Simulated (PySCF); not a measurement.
O₂, SMILES O=O (connectivity only; charge and spin as stated), charge +1, multiplicity 2. Geometry: PBE0-D3(BJ)/def2-TZVPD.

Method: PBE0-D3(BJ)/def2-TZVPD (PySCF).

Harmonic wavenumbers (cm⁻¹): 2129. Rotational constants (GHz): 52.36 (linear); symmetry number 2.

Problem. Work out the zero-point energy and the ideal-gas rigid-rotor harmonic-oscillator thermochemistry at 298.15 K and 1 atm.

Solution. ZPE = ½ Σ hcν = ½ × 2129 cm⁻¹ = 12.74 kJ/mol. H − E(el) = 21.41 kJ/mol. Entropy in J/(mol K): translation 151.97, rotation 42.26, vibration 0.00, spin 5.76, total 200.00. G − E(el) = -38.22 kJ/mol. Cp = 29.13 J/(mol K).
